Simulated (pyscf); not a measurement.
Optimised with ωB97X-D3(BJ)/def2-SVP in PySCF.

Task: What are the homolytic bond dissociation enthalpies (298 K) of `[O]=[Cr](=[O])([F])[Cl]` at ωB97M-D3(BJ)/def2-TZVP, weakest first?

Result: Cl–Cr to [O=Cr(=O)–F]• + Cl•: 61.8 kcal/mol; Cr–F to [O=Cr(=O)–Cl]• + F•: 90.3 kcal/mol. Ring and multiple bonds, and those that leave no two simple radicals, are not listed. The radicals are drawn with the spin at the cut bond; how far it spreads was not checked. Other isomers of [O=Cr(=O)–Cl]•, [O=Cr(=O)–F]• were not searched in full and may lie lower. Left out: the spin-orbit lowering of Cl, F. Open-shell species with a d-block atom are single-reference here; other states, and whether the spin sits on metal or ligand, were not checked.
